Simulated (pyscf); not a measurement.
`[NH2][SiH2][NH2]` + `[NH]` [triplet] -> `[NH2][SiH][NH2]` [doublet] + `[NH2]` [doublet], a hydrogen abstraction (triplet surface; H–Si broken, H–N formed). Optimised with ωB97X-D3(BJ)/def2-SVP in PySCF. Energies in kcal/mol from the separated reactants.

Small-basis levels: PySCF, no dispersion term, spherical d functions. AM1 to PM7: differences of heats of formation from MOPAC, which are fitted to 298 K values and so differ in kind from electronic energies by zero-point and thermal terms. GFN2-xTB: tblite. Open shells are spin-unrestricted. 

```json
[
 {"level": "HF/3-21G", "barrier": "26.7", "reaction energy": "+19.0"},
 {"level": "HF/6-31G*", "barrier": "31.2", "reaction energy": "+17.5"},
 {"level": "BP86/6-31G*", "barrier": "0.5", "reaction energy": "-4.9"},
 {"level": "PBE/6-31G*", "barrier": "-0.6", "reaction energy": "-5.2"},
 {"level": "GFN2-xTB", "barrier": "0.3", "reaction energy": "+4.9"},
 {"level": "AM1", "barrier": "7.7", "reaction energy": "-24.9"},
 {"level": "PM3", "barrier": "-3.1", "reaction energy": "-21.7"},
 {"level": "ωB97M-D3(BJ)/def2-TZVP", "barrier": "10.3", "reaction energy": "+0.6"}
]
```

Against the last row the barrier runs from -13.4 (PM3) to +20.9 kcal/mol (HF/6-31G*). At PBE/6-31G*, GFN2-xTB, PM3 this geometry lies under one side, so the entry may be no barrier of that level: it is a single point on another level's saddle. ωB97M-D3(BJ)/def2-TZVP has limits of its own. On the product side the descent ends in a complex (not fully relaxed), 4.0 kcal/mol under the separated species and 13.5 kcal/mol under the saddle at ωB97X-D3(BJ)/def2-TZVP. H₂N–SiH•–NH₂ + NH₂• also meet on a surface of lower spin, which isn't treated here. This is the saddle that the search found; another between the same sides may lie lower. The angle at the transferred H is 169°.
